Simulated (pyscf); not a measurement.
Structures and frequencies: ωB97X-D3(BJ)/def2-SVP in PySCF.

Question: For the elementary gas-phase step H₂N–Ga(Cl)–Cl + silanol (HO–SiH₃) → ammonia (NH₃) + H₃Si–O–Ga(Cl)–Cl (singlet surface; Ga–N, H–O broken, H–N, Ga–O formed), what barrier and reaction energy does ωB97M-D3(BJ)/def2-TZVP give, measured from the separated reactants?

Answer: ΔE‡ = -12.6 kcal/mol, ΔE = -5.5 kcal/mol. Zero-point energy shifts the barrier by +0.1 kcal/mol. It is a four-centre exchange, with an imaginary mode of 866i cm⁻¹. On the reactant side the descent ends in an adduct with a Ga–O contact, 20.2 kcal/mol under the separated species and 4.8 kcal/mol under the saddle at ωB97X-D3(BJ)/def2-TZVP. On the product side the descent ends in an adduct with a Ga–N contact, 35.6 kcal/mol under the separated species and 27.0 kcal/mol under the saddle at ωB97X-D3(BJ)/def2-TZVP. At ωB97M-D3(BJ) the saddle lies under the separated reactants, which points to a path from their complex (located at ωB97X-D3(BJ) alone). At ωB97M-D3(BJ) the saddle lies under the separated products, which points to a path from their complex (located at ωB97X-D3(BJ) alone). What is counted as formed (Ga–O) is already present as a longer contact in the reactant adduct; forming that adduct is a step of its own. What is counted as broken (Ga–N) persists as a longer contact in the product adduct; parting that adduct is a step of its own. At ωB97X-D3(BJ) the barrier from the zero used here is -15.3 kcal/mol. This is the saddle that the search found; another between the same sides may lie lower. Elements up to Kr have no core potential and no relativistic terms here.
